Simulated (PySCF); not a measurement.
Molecule: `NC1CC1`, C3H7N.

Mapped SMILES: `[NH2:1][CH:2]1[CH2:3][CH2:4]1` (H(Xn): hydrogen on atom n). Ha(C3), Ha(C4) are cis to N1 on the ring; Hb(C3), Hb(C4) are trans to N1 on the ring.

Geometry PBE0-D3(BJ)/def2-SVP throughout; GIAO in PySCF 2.14.0 with density-fitted response routines, gas phase, one conformer, non-relativistic; equivalent atoms averaged; functional PBE0.

For orientation, IGLO-III gives these absolute shieldings σ: N1 214.3, C2 156.1, C3/C4 173.4, H(C2) 29.25, Hb(C3)/Hb(C4) 30.89, Ha(C3)/Ha(C4) 31.39, H(N1) 31.22 ppm.

A run gave: N1 225.1, C2 174.2, C3/C4 188.5, H(C2) 30.34, Hb(C3)/Hb(C4) 31.86, Ha(C3)/Ha(C4) 32.58, H(N1) 32.89 ppm (absolute shieldings σ).

**Question.** Which basis set was used in that run?
A. 6-311+G(2d,p)
B. def2-SVP
C. 6-31G
D. def2-TZVP
E. aug-cc-pVDZ

**Answer.** C. H(N1) tells them apart best: 6-31G gives 32.89, def2-SVP gives 31.67, aug-cc-pVDZ gives 31.21, def2-TZVP gives 31.53, 6-311+G(2d,p) gives 31.48 ppm.
